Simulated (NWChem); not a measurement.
Molecule: tetrafluoromethane (CF$_{4}$); SMILES FC(F)(F)F

Results from NWChem. Coordinates come from a PBE0/def2-SVP optimisation. Level: M05-2X/def2-SVP with SMD (1 M gas to 1 M solution), gas-phase geometry.

Problem. Predict the results for solvent 1-octanol. Quantities: solvation free energy (kcal/mol); cavity-dispersion-structure term (kcal/mol).

Solution. 
```json
{
  "solvation free energy (kcal/mol)": "0.7",
  "cavity-dispersion-structure term (kcal/mol)": "1.6"
}
```
